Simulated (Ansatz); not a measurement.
Scan of the O1–Si2 bond length

AlSiH3O (SMILES O=[SiH][AlH2]), closed shell, at its PBE0-D4/def2-TZVP minimum:

```
6
angstrom
O 0.4737 -2.0165 0.9416
Si -0.3504 -1.1896 -0.0461
Al 0.2721 1.1921 -0.0292
H -1.4083 -1.8278 -0.9024
H 1.4468 1.6825 -0.9702
H -0.4338 2.1593 1.0063
```

The bond length O1–Si2 (1.529 Å at the minimum) is set to the values below, the two halves moving rigidly along the bond. Each method's energies count from its own value at the PBE0-D4 minimum structure. 3 of 9 computed points, where the reference changed state or T1 grew large, are left out. Ansatz 0.2.0; basis: def2-TZVPP; cores frozen in the correlated methods. B3LYP uses VWN-RPA correlation.

CCSD(T) energies along the scan:
```
bond length (Å)  CCSD(T) (kcal/mol)
          1.346               32.79
          1.399               15.52
          1.477                2.62
          1.568                0.32
          1.669                7.45
          1.777               21.05
```
They count from the CCSD(T) energy at the PBE0-D4 minimum.

Minimum and curvature along this coordinate at CCSD(T): A fifth-order fit through the nearest points gives 1.541 Å, with a curvature of about 50 eV/Å².

Question: Treat the two halves as rigid bodies and work out the harmonic wavenumber of this stretch from that curvature (ν̃ = 521.5 √(k/μ) cm⁻¹ with k in eV/Å² and μ in u).

Answer: The halves weigh 16.00 and 58.09 u, so μ = 16.00 × 58.09/74.09 = 12.545 u and ν̃ = 521.5 √(50/12.545) ≈ 1000 cm⁻¹. A true normal mode mixes in other motions, so this is a guide only.

Largest difference from the CCSD(T) curve over the scan: PBE0-D4 3.88; B3LYP-D4 2.46; wB97M-V 4.72; HF 14.26 kcal/mol. Each curve counts from its own value at the minimum.

The T1 diagnostic stays at or below 0.035. The T1 diagnostic is large here, which may signal multireference character or strong orbital relaxation, so CCSD(T) is less sure. The restricted Hartree–Fock reference is unstable towards an unrestricted one here.

For scale, one of the runs: CCSD(T)/def2-TZVPP, 157 basis functions (an equivalent command: `ansatz run in.yaml --threads 2`). The run took 16 s on 2 CPU threads (shared host), with 0.99 GiB of host memory at its peak.
